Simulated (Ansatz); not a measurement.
Lattice constant a (Å) of solids drawn from the class of elemental solids other than molecular ones, at two levels: PBE (Ansatz, a program for electronic structure, plane waves, PAW), and PBE0 in Ansatz (plane waves, PAW).

```json
[
 {"solid": "fcc Al", "PBE": "4.040", "PBE0": "4.013", "shift (%)": "-0.67"},
 {"solid": "fcc Cu", "PBE": "3.629", "PBE0": "3.631", "shift (%)": "+0.06"},
 {"solid": "bcc Cs", "PBE": "6.162", "PBE0": "6.270", "shift (%)": "+1.75"},
 {"solid": "bcc K", "PBE": "5.284", "PBE0": "5.336", "shift (%)": "+0.98"},
 {"solid": "fcc Ni", "PBE": "3.519", "PBE0": "3.511", "shift (%)": "-0.23"},
 {"solid": "fcc Ag", "PBE": "4.147", "PBE0": "4.137", "shift (%)": "-0.24"},
 {"solid": "fcc Au", "PBE": "4.158", "PBE0": "4.129", "shift (%)": "-0.70"},
 {"solid": "bcc Mo", "PBE": "3.161", "PBE0": "3.138", "shift (%)": "-0.73"},
 {"solid": "diamond-structure Si", "PBE": "5.470", "PBE0": "5.436", "shift (%)": "-0.62"},
 {"solid": "grey tin (α-Sn)", "PBE": "6.655", "PBE0": "6.544", "shift (%)": "-1.67"}
]
```

The shifts run from -1.67 % to +1.75 %, with a median of -0.43 %.

Of 10 rows, PBE0 is the larger in 3 and the smaller in 7.

Ansatz's runs of these crystals have no spin polarisation, but for fcc Ni. Meta-GGAs and exact exchange favour moments, which can bear on fcc Ni.

Density-functional runs with spin start from parallel moments for fcc Ni.

Spin–orbit coupling is left out, also for the solids with elements from indium on (bcc Cs, fcc Au, grey tin (α-Sn)); its size isn't shown.

Exact exchange on metals is sensitive to the k mesh.

Ansatz's density-functional and Hartree–Fock values are scalar-relativistic unless marked +SOC, with PAW data made under PBE.
